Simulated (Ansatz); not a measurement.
Ideal-gas functions of H6N2Si (`N[SiH2]N`) at 800 K and 1 bar, from an Ansatz frequency run at PBE0-D4/def2-TZVP.

Molar mass 62.15 g/mol, point group C2 (symmetry number 2), electronic degeneracy 1, moments of inertia 24.98, 73.4, 89.823 u Å². Harmonic wavenumbers (cm⁻¹, unscaled): 206, 252, 334, 348, 422, 599, 682, 814, 821, 889, 900, 981, 988, 1574, 1577, 2175, 2191, 3613, 3614, 3712, 3713.

Use S(trans) = R[1.5 ln M + 2.5 ln T − 1.1517]; rotational temperatures θ = 24.2544 K / I; S(rot) = R[ln(√π/σ · √(T³/θAθBθC)) + 1.5]; for each mode x = 1.438777 ν̃/T, S = R[x/(eˣ − 1) − ln(1 − e⁻ˣ)] and H = RT x/(eˣ − 1); 1 cm⁻¹ = 0.0119627 kJ/mol; R = 8.31446 J/(mol·K).

By hand: the entropy, in J/(mol·K).

Translation 180.9. Rotation: θ = 0.971, 0.3304, 0.27 K, giving 105.0. Vibration, mode by mode: 16.62, 14.97, 12.68, 12.35, 10.80, 8.09, 7.12, 5.85, 5.79, 5.25, 5.16, 4.59, 4.55, 1.98, 1.97, 0.83, 0.81, 0.09, 0.09, 0.08, 0.08, in all 119.8. Electronic 0.0. Sum 405.7 J/(mol·K).

By hand: H − E and G − E in kJ/mol, counted from the electronic energy.

Zero-point energy ½ × 30405 × 0.0119627 = 181.9; thermal vibration 51.6; translation, rotation and pV give 4 RT = 26.6. H − E = 260.1 kJ/mol, and G − E = 260.1 − 800 × 405.7/1000 = -64.5 kJ/mol.

Vibration gives 30 % of the entropy. The sum counts one conformer and one mirror image; others add a mixing term.
